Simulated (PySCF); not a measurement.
**F2 with other numerical set-ups**

Which parts of the numerical set-up matter for F2? Each run edits the base script.

Method: method and basis as typed in the scripts; program: PySCF 2.14.0.

## Step 1: Where the work starts

F2: 2 atoms, charge 0, spin multiplicity 1.

Bond lengths: F1–F2 1.230 Å.

## Step 2: The base run

input.py reads:

```python
from pyscf import gto, scf

mol = gto.M(
    atom='F 0 0 0; F 0 0 1.23',
    basis='jorge-dzp',
    charge=0,
    spin=0,
    verbose=4,
)
mf = scf.UHF(mol)
mf.kernel()
mf.dip_moment()
print('orbital energies (hartree):', [e[max(0, n-3):n+3].round(4) for e, n in zip(mf.mo_energy, mol.nelec)])
```

Command:

```bash
OMP_NUM_THREADS=1 python input.py
```

The log of this run is left out.

It gives: E(SCF) = -198.712184 Eh, 8 cycles, μ = 0.00 D.

The bond length is a typed value, not an optimised one.

## Step 3: Spin-free X2C on

Edit 1 changes spin-free X2C: off → on.

Edit input.py of step 2 so:

```diff
@@ -10,2 +10,3 @@
 mf = scf.UHF(mol)
+mf = mf.sfx2c1e()
 mf.kernel()
```

Command:

```bash
OMP_NUM_THREADS=1 python input.py
```

The log of the run:

```text
PySCF version 2.14.0

[INPUT] verbose = 4
[INPUT] num. atoms = 2
[INPUT] num. electrons = 18
[INPUT] charge = 0
[INPUT] spin (= nelec alpha-beta = 2S) = 0
[INPUT] symmetry False subgroup None
[INPUT] Mole.unit = angstrom
[INPUT] Symbol           X                Y                Z      unit          X                Y                Z       unit  Magmom
[INPUT]  1 F      0.000000000000   0.000000000000   0.000000000000 AA    0.000000000000   0.000000000000   0.000000000000 Bohr   0.0
[INPUT]  2 F      0.000000000000   0.000000000000   1.230000000000 AA    0.000000000000   0.000000000000   2.324363133215 Bohr   0.0

nuclear repulsion = 34.8482553532683
number of shells = 14
number of NR pGTOs = 58
number of NR cGTOs = 30
basis = jorge-dzp
ecp = {}

******** <class 'pyscf.x2c.sfx2c1e.sfX2C1eUHF'> ********
method = sfX2C1eUHF
initial guess = minao
damping factor = 0
level_shift factor = 0
DIIS = <class 'pyscf.scf.diis.CDIIS'>
diis_start_cycle = 1
diis_space = 8
diis_damp = 0
SCF conv_tol = 1e-09
SCF conv_tol_grad = None
SCF max_cycles = 50
direct_scf = True
direct_scf_tol = 1e-13
number electrons alpha = 9  beta = 9

******** <class 'pyscf.x2c.sfx2c1e.SpinFreeX2CHelper'> ********
approx = 1e
xuncontract = 1
Set gradient conv threshold to 3.16228e-05
init E= -199.198093957484
[... the frontier-level lines of each cycle are left out ...]
cycle= 1 E= -198.851716949716  delta_E= 0.346  |g|= 0.31  |ddm|= 1.16
cycle= 2 E= -198.876421626413  delta_E= -0.0247  |g|= 0.089  |ddm|= 0.197
cycle= 3 E= -198.878424408145  delta_E= -0.002  |g|= 0.0133  |ddm|= 0.0544
cycle= 4 E= -198.878505553406  delta_E= -8.11e-05  |g|= 0.00408  |ddm|= 0.0106
cycle= 5 E= -198.878513855752  delta_E= -8.3e-06  |g|= 0.00048  |ddm|= 0.00401
cycle= 6 E= -198.878513987138  delta_E= -1.31e-07  |g|= 8.46e-05  |ddm|= 0.00047
cycle= 7 E= -198.878513993324  delta_E= -6.19e-09  |g|= 2.48e-05  |ddm|= 0.000101
cycle= 8 E= -198.878513993898  delta_E= -5.74e-10  |g|= 2.04e-06  |ddm|= 3.97e-05
Extra cycle  E= -198.878513993901  delta_E= -2.67e-12  |g|= 8.88e-07  |ddm|= 2.03e-06
converged SCF energy = -198.878513993901  <S^2> = 1.5898394e-12  2S+1 = 1
Dipole moment(X, Y, Z, Debye):  0.00000, -0.00000, -0.00000
orbital energies (hartree): [array([-0.8229, -0.6233, -0.6233,  0.2615,  0.8891,  0.959 ]), array([-0.8229, -0.6233, -0.6233,  0.2615,  0.8891,  0.959 ])]
```

Run time: 0.7 s. Hardware: 1 thread of Arm Neoverse V2, shared host.

This run: E(SCF) = -198.878514 Eh (-4.5261 eV from the base), 8 cycles, μ = 0.00 D.

## Step 4: Minao

Edit 2 changes basis set: jorge-dzp → minao.

Edit input.py of step 2 so:

```diff
@@ -4,3 +4,3 @@
     atom='F 0 0 0; F 0 0 1.23',
-    basis='jorge-dzp',
+    basis='minao',
     charge=0,
```

Command:

```bash
OMP_NUM_THREADS=1 python input.py
```

The log of the run:

```text
PySCF version 2.14.0

[INPUT] verbose = 4
[INPUT] num. atoms = 2
[INPUT] num. electrons = 18
[INPUT] charge = 0
[INPUT] spin (= nelec alpha-beta = 2S) = 0
[INPUT] symmetry False subgroup None
[INPUT] Mole.unit = angstrom
[INPUT] Symbol           X                Y                Z      unit          X                Y                Z       unit  Magmom
[INPUT]  1 F      0.000000000000   0.000000000000   0.000000000000 AA    0.000000000000   0.000000000000   0.000000000000 Bohr   0.0
[INPUT]  2 F      0.000000000000   0.000000000000   1.230000000000 AA    0.000000000000   0.000000000000   2.324363133215 Bohr   0.0

nuclear repulsion = 34.8482553532683
number of shells = 4
number of NR pGTOs = 50
number of NR cGTOs = 10
basis = minao
ecp = {}

******** <class 'pyscf.scf.uhf.UHF'> ********
method = UHF
initial guess = minao
damping factor = 0
level_shift factor = 0
DIIS = <class 'pyscf.scf.diis.CDIIS'>
diis_start_cycle = 1
diis_space = 8
diis_damp = 0
SCF conv_tol = 1e-09
SCF conv_tol_grad = None
SCF max_cycles = 50
direct_scf = True
direct_scf_tol = 1e-13
number electrons alpha = 9  beta = 9
Set gradient conv threshold to 3.16228e-05
init E= -198.977140636051
[... the frontier-level lines of each cycle are left out ...]
cycle= 1 E= -198.637731897132  delta_E= 0.339  |g|= 0.145  |ddm|= 1.49
cycle= 2 E= -198.650751593816  delta_E= -0.013  |g|= 0.0324  |ddm|= 0.169
cycle= 3 E= -198.651519764626  delta_E= -0.000768  |g|= 0.00277  |ddm|= 0.0487
cycle= 4 E= -198.651524540203  delta_E= -4.78e-06  |g|= 7.24e-05  |ddm|= 0.00413
cycle= 5 E= -198.651524545541  delta_E= -5.34e-09  |g|= 8.65e-06  |ddm|= 0.000146
cycle= 6 E= -198.651524545617  delta_E= -7.6e-11  |g|= 8.6e-09  |ddm|= 1.94e-05
Extra cycle  E= -198.651524545617  delta_E= 5.68e-14  |g|= 2e-09  |ddm|= 1.07e-08
converged SCF energy = -198.651524545617  <S^2> = 5.3290705e-15  2S+1 = 1
Dipole moment(X, Y, Z, Debye): -0.00000, -0.00000, -0.00000
orbital energies (hartree): [array([-0.8243, -0.6579, -0.6579,  0.2695]), array([-0.8243, -0.6579, -0.6579,  0.2695])]
```

It took 0.55 s on 1 thread of Arm Neoverse V2, shared host.

Result: E(SCF) = -198.651525 Eh (+1.6506 eV from the base), 6 cycles, μ = 0.00 D.

## Step 5: Crenbl (core potential on)

Edit 3 changes basis set: jorge-dzp → crenbl; core potential: off → on. The core potential changes with it: totals don't compare.

Edit input.py of step 2 so:

```diff
@@ -4,3 +4,4 @@
     atom='F 0 0 0; F 0 0 1.23',
-    basis='jorge-dzp',
+    basis='crenbl',
+    ecp={'F': 'crenbl'},
     charge=0,
```

Command:

```bash
OMP_NUM_THREADS=1 python input.py
```

The log of the run:

```text
PySCF version 2.14.0

[INPUT] verbose = 4
[INPUT] num. atoms = 2
[INPUT] num. electrons = 14
[INPUT] charge = 0
[INPUT] spin (= nelec alpha-beta = 2S) = 0
[INPUT] symmetry False subgroup None
[INPUT] Mole.unit = angstrom
[INPUT] Symbol           X                Y                Z      unit          X                Y                Z       unit  Magmom
[INPUT]  1 F      0.000000000000   0.000000000000   0.000000000000 AA    0.000000000000   0.000000000000   0.000000000000 Bohr   0.0
[INPUT]  2 F      0.000000000000   0.000000000000   1.230000000000 AA    0.000000000000   0.000000000000   2.324363133215 Bohr   0.0

nuclear repulsion = 21.0810433618537
number of shells = 16
number of NR pGTOs = 32
number of NR cGTOs = 32
basis = crenbl
ecp = {'F': 'crenbl'}

******** <class 'pyscf.scf.uhf.UHF'> ********
method = UHF
initial guess = minao
damping factor = 0
level_shift factor = 0
DIIS = <class 'pyscf.scf.diis.CDIIS'>
diis_start_cycle = 1
diis_space = 8
diis_damp = 0
SCF conv_tol = 1e-09
SCF conv_tol_grad = None
SCF max_cycles = 50
direct_scf = True
direct_scf_tol = 1e-13
number electrons alpha = 7  beta = 7
Set gradient conv threshold to 3.16228e-05
init E= -36.0821210018255
[... the frontier-level lines of each cycle are left out ...]
cycle= 1 E= -47.5458258866669  delta_E= -11.5  |g|= 0.443  |ddm|= 1.09
cycle= 2 E= -47.573078988761  delta_E= -0.0273  |g|= 0.0734  |ddm|= 0.227
cycle= 3 E= -47.5748106174256  delta_E= -0.00173  |g|= 0.0236  |ddm|= 0.0508
cycle= 4 E= -47.5749814347876  delta_E= -0.000171  |g|= 0.00394  |ddm|= 0.0125
cycle= 5 E= -47.5749902750631  delta_E= -8.84e-06  |g|= 0.000155  |ddm|= 0.00357
cycle= 6 E= -47.5749902884816  delta_E= -1.34e-08  |g|= 4.44e-05  |ddm|= 0.000241
cycle= 7 E= -47.574990290024  delta_E= -1.54e-09  |g|= 1.17e-05  |ddm|= 5.24e-05
cycle= 8 E= -47.5749902901443  delta_E= -1.2e-10  |g|= 1.33e-06  |ddm|= 1.51e-05
Extra cycle  E= -47.5749902901453  delta_E= -1.01e-12  |g|= 5.51e-07  |ddm|= 1.09e-06
converged SCF energy = -47.5749902901453  <S^2> = 4.5208282e-13  2S+1 = 1
Dipole moment(X, Y, Z, Debye): -0.00000,  0.00000, -0.00000
orbital energies (hartree): [array([-0.8135, -0.6347, -0.6347,  0.2512,  0.6126,  0.8195]), array([-0.8135, -0.6347, -0.6347,  0.2512,  0.6126,  0.8195])]
```

It took 0.58 s on 1 thread of Arm Neoverse V2, shared host.

Outcome: E(SCF) = -47.574990 Eh, 8 cycles, μ = 0.00 D.

## Step 6: Cc-pcvdz

Edit 4 changes basis set: jorge-dzp → cc-pcvdz.

Edit input.py of step 2 so:

```diff
@@ -4,3 +4,3 @@
     atom='F 0 0 0; F 0 0 1.23',
-    basis='jorge-dzp',
+    basis='cc-pcvdz',
     charge=0,
```

Command:

```bash
OMP_NUM_THREADS=1 python input.py
```

The log of the run:

```text
PySCF version 2.14.0

[INPUT] verbose = 4
[INPUT] num. atoms = 2
[INPUT] num. electrons = 18
[INPUT] charge = 0
[INPUT] spin (= nelec alpha-beta = 2S) = 0
[INPUT] symmetry False subgroup None
[INPUT] Mole.unit = angstrom
[INPUT] Symbol           X                Y                Z      unit          X                Y                Z       unit  Magmom
[INPUT]  1 F      0.000000000000   0.000000000000   0.000000000000 AA    0.000000000000   0.000000000000   0.000000000000 Bohr   0.0
[INPUT]  2 F      0.000000000000   0.000000000000   1.230000000000 AA    0.000000000000   0.000000000000   2.324363133215 Bohr   0.0

nuclear repulsion = 34.8482553532683
number of shells = 14
number of NR pGTOs = 60
number of NR cGTOs = 36
basis = cc-pcvdz
ecp = {}

******** <class 'pyscf.scf.uhf.UHF'> ********
method = UHF
initial guess = minao
damping factor = 0
level_shift factor = 0
DIIS = <class 'pyscf.scf.diis.CDIIS'>
diis_start_cycle = 1
diis_space = 8
diis_damp = 0
SCF conv_tol = 1e-09
SCF conv_tol_grad = None
SCF max_cycles = 50
direct_scf = True
direct_scf_tol = 1e-13
number electrons alpha = 9  beta = 9
Set gradient conv threshold to 3.16228e-05
init E= -198.917289949345
[... the frontier-level lines of each cycle are left out ...]
cycle= 1 E= -198.648583244124  delta_E= 0.269  |g|= 0.322  |ddm|= 1.07
cycle= 2 E= -198.671711912469  delta_E= -0.0231  |g|= 0.0945  |ddm|= 0.167
cycle= 3 E= -198.673432849253  delta_E= -0.00172  |g|= 0.0146  |ddm|= 0.0411
cycle= 4 E= -198.673510377471  delta_E= -7.75e-05  |g|= 0.00471  |ddm|= 0.0088
cycle= 5 E= -198.673519326  delta_E= -8.95e-06  |g|= 0.000558  |ddm|= 0.00349
cycle= 6 E= -198.673519488623  delta_E= -1.63e-07  |g|= 9.68e-05  |ddm|= 0.000423
cycle= 7 E= -198.673519495589  delta_E= -6.97e-09  |g|= 3.25e-05  |ddm|= 8.61e-05
cycle= 8 E= -198.673519496501  delta_E= -9.12e-10  |g|= 1.8e-06  |ddm|= 4.28e-05
Extra cycle  E= -198.673519496502  delta_E= -1.71e-12  |g|= 6.69e-07  |ddm|= 1.41e-06
converged SCF energy = -198.673519496502  <S^2> = 5.0448534e-13  2S+1 = 1
Dipole moment(X, Y, Z, Debye): -0.00000, -0.00000, -0.00000
orbital energies (hartree): [array([-0.8186, -0.6188, -0.6188,  0.2818,  1.3093,  1.3365]), array([-0.8186, -0.6188, -0.6188,  0.2818,  1.3093,  1.3365])]
```

It took 0.58 s on 1 thread of Arm Neoverse V2, shared host.

Result: E(SCF) = -198.673519 Eh (+1.0521 eV from the base), 8 cycles, μ = 0.00 D.

## Step 7: Side by side

| run | E(SCF) (hartree) | from base (eV) | cycles | gap (eV) | functions |
| --- | --- | --- | --- | --- | --- |
| base | -198.712184 | 0 | 8 | 24.11 | 30 |
| spin-free X2C on | -198.878514 | -4.5261 | 8 | 24.08 | 30 |
| minao | -198.651525 | +1.6506 | 6 | 25.24 | 10 |
| crenbl (core potential on) | -47.574990 | not comparable | 8 | 24.11 | 32 |
| cc-pcvdz | -198.673519 | +1.0521 | 8 | 24.51 | 36 |

Wall time on 1 thread of Arm Neoverse V2, shared host, start-up included: base 0.71 s; spin-free X2C on 0.7 s; minao 0.55 s; crenbl (core potential on) 0.58 s; cc-pcvdz 0.58 s.

**Reading.** The largest comparable shift of the SCF energy, -4.526 eV, comes with the run “spin-free X2C on”. Scalar relativity lowers the total energy by 4.53 eV, nearly all of it in the inner shells; a basis contracted without relativity catches only part of it. minao (10 functions) gives an energy 1.65 eV higher than jorge-dzp (30). cc-pcvdz (36 functions) gives an energy 1.05 eV higher than jorge-dzp (30); size alone doesn't order basis sets of different families.
